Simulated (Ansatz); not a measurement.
Relaxing Ba

The calculation used Ansatz 0.2.0, DFT PBEsol, scalar-relativistic, plane waves, PAW. Cutoff 420 eV, Γ-centred k mesh, Gaussian smearing, no spin polarisation in the final step.

The start is a database structure of Ba, space group P6/mmm (No. 191).

```yaml
crystal:
  lattice:
    - [4.31161, 0.00000, 0.00000]
    - [-2.15581, 3.73397, 0.00000]
    - [0.00000, 0.00000, 3.91341]
  atoms:
    - { symbol: Ba, position: [0.00000, 0.00000, 0.00000] }
```

Steps on the 12×12×12 mesh (1 atom). 4 of 5 steps are shown, and the free energy counts from the last. Trial steps that were taken back and renewals of the plane-wave basis can be among the rows.

```
step  ΔF (meV/atom) V (Å³/atom) P (GPa)
   1           18.5        63.00    -0.77
   2           11.2        61.51    -0.63
   3            0.1        55.93     0.07
   5            0.0        56.48    -0.01
```

A final relaxation ran on a 12×12×12 mesh. The relaxed crystal, P6/mmm (No. 191):

```
Ba
1.0
     4.13223    0.00000    0.00000
    -2.06611    3.57861    0.00000
     0.00000    0.00000    3.81969
Ba
1
Direct
  0.00000 0.00000 0.00000
```

* Volume per atom: 56.48 Å³
* Density: 4.04 g/cm³
* Energy over the standard structure: 0.17 eV/atom
* Gap on the 12×12×12 mesh: 0 eV (a metal)

Energies count from the standard state of Ba at the same level.

The final run used a 12×12×12 mesh on its 1-atom cell and 0.10 eV smearing. The k mesh leaves about 4 meV/atom of noise in metals.

A structure relaxed within its symmetry needn't be a true minimum.